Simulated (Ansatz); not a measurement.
Geometry optimisation, RHF/def2-SVP in Ansatz 0.2.0.

input.yaml

```yaml
crystal:
  periodic: [false, false, false]
  atoms:
    - { symbol: Al, position_ang: [-1.126635, 0.362545, 0.956637] }
    - { symbol: H, position_ang: [1.494992, -0.079118, 0.196781] }
    - { symbol: H, position_ang: [1.206258, -0.089006, -0.452845] }
    - { symbol: C, position_ang: [-1.852377, -0.029075, -0.885448] }
    - { symbol: H, position_ang: [-2.275828, -1.044091, -0.822083] }
    - { symbol: H, position_ang: [-2.736239, 0.629496, -0.934021] }
    - { symbol: C, position_ang: [-1.056415, 0.106208, -2.189807] }
    - { symbol: H, position_ang: [-1.684586, -0.037957, -3.072574] }
    - { symbol: H, position_ang: [-0.594102, 1.092239, -2.285824] }
    - { symbol: H, position_ang: [-0.254668, -0.632841, -2.249415] }
basis:
  gaussian: { orbitals: def2-SVP }
hamiltonian:
  xc: hf
relax:
  f_tol: 0.03
  max_steps: 50
```

Launched with:

```bash
$ ansatz run input.yaml --threads 1 --pin off --max-ram 2048MiB --backend cpu --events-out ev --progress --plain --runs-dir out
```

**Question.** Where does it end, and by what steps?

**Answer.** The forces met the threshold. The force dipped under the threshold on the way, but the program's further checks kept it going. After 12 steps the energy has fallen by 0.166 eV; H3 moved furthest, 1.84 Å.

```csv
step,energy less start (eV),largest force component (eV/Å),accepted
0,0.0000,1.456,yes
1,-0.0790,0.187,yes
2,-0.1110,0.078,yes
3,-0.1336,0.072,yes
4,-0.1480,0.081,yes
5,-0.1566,0.072,yes
6,-0.1612,0.080,yes
7,-0.1636,0.080,yes
8,-0.1648,0.043,yes
9,-0.1653,0.042,yes
10,-0.1655,0.009,yes
11,-0.1655,0.009,yes
12,-0.1655,0.017,yes
```

```xyz
10
Properties=species:S:1:pos:R:3
Al -1.868 0.447 0.877
H 2.938 -0.192 0.343
H 3.038 -0.284 -0.392
C -2.411 0.007 -1.011
H -2.807 -1.020 -1.008
H -3.275 0.641 -1.261
C -1.339 0.142 -2.105
H -1.721 -0.117 -3.096
H -0.954 1.164 -2.171
H -0.481 -0.509 -1.915
```

Whether the end is a true minimum wasn't checked by a vibrational analysis.

Time of the run: 11 s on 1 thread of Arm Neoverse V2 (shared host), peak memory 0.13 GiB.
